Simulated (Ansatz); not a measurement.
# C5H5N: the cost of one run

Computed with Ansatz 0.2.0 (the levels named in each step, unless a step's input says otherwise).

## (1) Starting point

Bond lengths: C1–C2 1.196 Å, C2–C3 1.449 Å, C3–C4 1.540 Å, C4–C5 1.441 Å, C5–N6 1.143 Å, C1–H7 1.049 Å, C3–H8 1.094 Å, C3–H9 1.094 Å, C4–H10 1.094 Å, C4–H11 1.094 Å. Angles (14 of 15 angles, heavy atoms first): C1–C2–C3 178.0°, C2–C3–C4 111.0°, C3–C4–C5 110.9°, C4–C5–N6 179.1°, C2–C1–H7 178.9°, C2–C3–H8 109.2°, C2–C3–H9 109.2°, C4–C3–H8 109.8°, C4–C3–H9 109.1°, C3–C4–H10 110.0°, C3–C4–H11 110.0°, C5–C4–H10 108.5°, C5–C4–H11 108.4°, H8–C3–H9 108.4°.

Structure file:

```xyz
11

C     2.3734   -0.4216    0.0586
C     1.2494   -0.8097    0.1873
C    -0.1239   -1.2587    0.2997
C    -1.0550   -0.4189   -0.5943
C    -1.1039    0.9495   -0.1443
N    -1.1469    2.0284    0.2297
H     3.3628   -0.0869   -0.0352
H    -0.4438   -1.1831    1.3431
H    -0.1850   -2.3074   -0.0057
H    -0.6951   -0.4322   -1.6272
H    -2.0694   -0.8283   -0.5680
```

## (2) A rough first relaxation, PBE-D4/def2-SVP

This run stands in another session on the same molecule. It ended at:

```xyz
11

C     2.4458   -0.4498    0.0754
C     1.2894   -0.8276    0.1893
C    -0.1037   -1.2517    0.2878
C    -1.0712   -0.4050   -0.5795
C    -1.1632    0.9919   -0.1562
N    -1.2381    2.1042    0.2020
H     3.4712   -0.1175   -0.0085
H    -0.4356   -1.2176    1.3480
H    -0.1960   -2.3119   -0.0330
H    -0.7480   -0.4337   -1.6414
H    -2.0879   -0.8504   -0.5402
```

## (3) Relaxation, HF/STO-3G

The input, input.yaml:

```yaml
crystal:
  periodic: [false, false, false]
  atoms:
    - { symbol: C, position_ang: [2.44576306, -0.4497591, 0.07541294] }
    - { symbol: C, position_ang: [1.28941796, -0.8276023, 0.18934346] }
    - { symbol: C, position_ang: [-0.10371502, -1.25169381, 0.28780272] }
    - { symbol: C, position_ang: [-1.07122415, -0.40500478, -0.57954957] }
    - { symbol: C, position_ang: [-1.16324232, 0.99194997, -0.15622247] }
    - { symbol: "N", position_ang: [-1.23806372, 2.10420953, 0.20196546] }
    - { symbol: H, position_ang: [3.47119964, -0.11754689, -0.00845209] }
    - { symbol: H, position_ang: [-0.43560874, -1.21764305, 1.34803363] }
    - { symbol: H, position_ang: [-0.19598661, -2.31186813, -0.0330169] }
    - { symbol: H, position_ang: [-0.74799149, -0.43373625, -1.64139598] }
    - { symbol: H, position_ang: [-2.08789862, -0.85040519, -0.5401812] }
basis:
  gaussian: { orbitals: STO-3G }
hamiltonian:
  xc: hf
relax:
  f_tol: 0.002
  max_steps: 150
```

Launch:

```
$ ansatz run input.yaml --threads 4 --pin off --max-ram 10240MiB --backend cpu --events-out ev --progress --plain --runs-dir out
```

Q: Estimate wall time and peak memory on 4 threads of Arm Neoverse N1, shared host.

About 4.2 s, with a peak of 0.09 GiB.
